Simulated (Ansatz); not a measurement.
**CHAl (singlet): wave-function methods side by side, cc-pVDZ**

An exercise on one series of results from a longer session: the logs are not shown, and one member is left open.

The runs use Ansatz 0.2.0, Gaussian basis; cc-pVDZ, core rule «outside noble gas», up to 6 orbitals frozen.

To be run: UHF; CCSD(T) on RHF; CCSD(T) on UHF; BCCD(T) on RHF; CISD; CCSDT(Q) on RHF; CCSDT(Q) on UHF; CASSCF and MRCISD+Q, 8 electrons in 9 orbitals; CASSCF and NEVPT2, 8 electrons in 9 orbitals.

14 further runs of the same task are left out: 1 for a known fault of the program, 2 that didn't finish, 11 set aside as unsound or not needed.

## What is computed

The geometry is a PBE0/def2-TZVP stationary point (not a proven minimum).

3 atoms, charge 0, spin multiplicity 1.

Atoms are counted from 1 here; the program's logs count them from 0.

Bond lengths: Al1–C2 1.850 Å, C2–H3 1.096 Å. Angles: Al1–C2–H3 134.6°.

Geometry (Å):

```mol
CHAl
  3D, bonds by distance, orders not assigned

  3  2  0  0  0  0  0  0  0  0999 V2000
    0.0000    0.0337    0.6210 Al  0  0
    0.0000   -0.1249   -1.2226 C   0  0
    0.0000    0.5868   -2.0559 H   0  0
  1  2  8  0
  2  3  8  0
M  END
```

The first run:

Input file in.yaml:

```yaml
crystal:
  periodic: [false, false, false]
  atoms:
    - {symbol: Al, position_ang: [0.000000, 0.033682, 0.621048]}
    - {symbol: C, position_ang: [0.000000, -0.124908, -1.222629]}
    - {symbol: H, position_ang: [0.000000, 0.586788, -2.055880]}
basis:
  gaussian: {orbitals: cc-pVDZ}
magnetization: {spin_polarized: true, initial_magnetization: 0}
hamiltonian: {xc: hf}
output: {orbitals: {seedname: orbitals}}
```

Command:

```bash
$ ansatz run in.yaml --threads 1 --pin off --events-out ev --progress --plain --max-ram 2393MiB
```

Among the steps run: UHF; CCSD(T) on RHF; CCSD(T) on UHF; BCCD(T) on RHF; CISD; CCSDT(Q) on RHF; CCSDT(Q) on UHF; CASSCF and MRCISD+Q, 8 electrons in 9 orbitals; CASSCF and NEVPT2, 8 electrons in 9 orbitals.

One table of the session follows, with a row left open; its other results are not shown here.

| method | from RCCSDT(Q) (meV) |
| --- | --- |
| UHF | +4390.5 |
| RMP2 | ? |
| UMP2 | +963.6 |
| CISD | +1283.9 |
| RCCSD | +502.7 |
| UCCSD | -161.4 |
| RCCSD(T) | +138.8 |
| UCCSD(T) | -378.4 |
| BCCD(T) | +166.4 |
| RCCSDT | +74.1 |
| UCCSDT | -659.1 |
| RCCSDT(Q) | 0 |
| UCCSDT(Q) | -736.6 |
| CASSCF valence | +2775.9 |
| NEVPT2 valence | +759.5 |
| MRCISD valence | +242.7 |
| MRCISD+Q valence | +109.6 |

Q: Estimate the row for RMP2 from the others.

The run gave: from RCCSDT(Q) (meV): +1714.1. In the column «from RCCSDT(Q) (meV)» it lies between CISD (+1283.9) and CASSCF valence (+2775.9).

Among the levels timed on like hardware and quicker than the yardstick, those that no quicker one beats, quickest first: CISD (0.9 s, +1283.9 meV); BCCD(T) (2.5 s, +166.4 meV); RCCSD(T) (2.5 s, +138.8 meV).

Left out of the table: RHF (another determinant or state than the rows shown).

Caveats from the session: The determinant is far from a pure spin state, so its energy mixes those of several spin states (harmless only where they are near-degenerate, as at dissociation). The program flags UCCSD(T), BCCD(T), UCCSDT(Q) as in doubt, so those rows may rest on another solution; read them beside their warnings. Warnings: restricted reference is unstable; spin contamination; coupled cluster took another determinant than the lowest; large T1 diagnostic. Restricted and unrestricted rows rest on different reference determinants; where their highest levels disagree by more than a few hundredths of an eV, they describe different states and don't form one ladder. Warnings in the runs' records: large difference.
